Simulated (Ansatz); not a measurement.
# CHN (singlet): from Hartree-Fock to the top rungs, 6-31G

Aim: climb from Hartree-Fock through coupled cluster and multireference methods for CHN (singlet) at one geometry and basis, and see what each rung misses.

Program: Ansatz 0.2.0, Gaussian basis. Level of theory: 6-31G, core rule «outside noble gas», up to 2 orbitals frozen. These are calculated values, not measurements.

To be run: UHF; CCSD(T) on RHF; CCSD(T) on UHF; BCCD(T) on RHF; CISD; CCSDT(Q) on RHF; CCSDT(Q) on UHF; CISDTQ; CCSDTQ on RHF; CCSDTQ on UHF; CASSCF and MRCISD+Q, 10 electrons in 9 orbitals; CASSCF and NEVPT2, 10 electrons in 9 orbitals; Full CI.

9 further runs of the same task are left out: 9 set aside as unsound or not needed.

### 1 The system

The geometry is an MP2(full)/6-31G* stationary point (not a proven minimum).

3 atoms, charge 0, spin multiplicity 1.

Atoms are counted from 1 here; the program's logs count them from 0.

Bond lengths: C1–N2 1.176 Å, C1–H3 1.069 Å. Angles: N2–C1–H3 180.0°.

### 2 UHF

The input, in.yaml:

```yaml
crystal:
  periodic: [false, false, false]
  atoms:
    - {symbol: C, position_ang: [0.000000, 0.000000, 0.035736]}
    - {symbol: N, position_ang: [0.000000, 0.000000, -1.140472]}
    - {symbol: H, position_ang: [0.000000, 0.000000, 1.104735]}
basis:
  gaussian: {orbitals: 6-31G}
magnetization: {spin_polarized: true, initial_magnetization: 0}
hamiltonian: {xc: hf}
output: {orbitals: {seedname: orbitals}}
```

Run with:

```sh
> ansatz run in.yaml --threads 1 --pin off --events-out ev --progress --plain --max-ram 4096MiB --backend cpu
```

After this run come: CCSD(T) on RHF; CCSD(T) on UHF; BCCD(T) on RHF; CISD; CCSDT(Q) on RHF; CCSDT(Q) on UHF; CISDTQ; CCSDTQ on RHF; CCSDTQ on UHF; CASSCF and MRCISD+Q, 10 electrons in 9 orbitals; CASSCF and NEVPT2, 10 electrons in 9 orbitals; Full CI.

**Question.** What will the summary of the whole plan be? Wanted: FCI below the RHF energy; RMP2 from FCI; RCCSD from FCI; RCCSD(T) from FCI; RCCSDT(Q) from FCI; NEVPT2 valence from FCI; MRCISD+Q valence from FCI; T1 diagnostic; effectively unpaired electrons.

As calculated:

| quantity | value |
| --- | --- |
| FCI below the RHF energy | -6.1599 eV |
| RMP2 from FCI | +256.2 meV |
| RCCSD from FCI | +243.5 meV |
| RCCSD(T) from FCI | +43.8 meV |
| RCCSDT(Q) from FCI | -0.9 meV |
| NEVPT2 valence from FCI | +404.5 meV |
| MRCISD+Q valence from FCI | +13.5 meV |
| levels within 1 kcal/mol (43 meV) | RCCSDT(Q), RCCSDTQ, MRCISD+Q valence |
| T1 diagnostic | 0.014 |
| effectively unpaired electrons | 0.11 |

What this shows: RCCSD(T) misses by +43.8 meV, 0.7 % of the correlation energy. One determinant dominates. Of the multireference levels listed MRCISD+Q valence comes nearest in total energy (+13.5 meV), which doesn't show that its space is the better one. These misses are within one basis, not against nature.
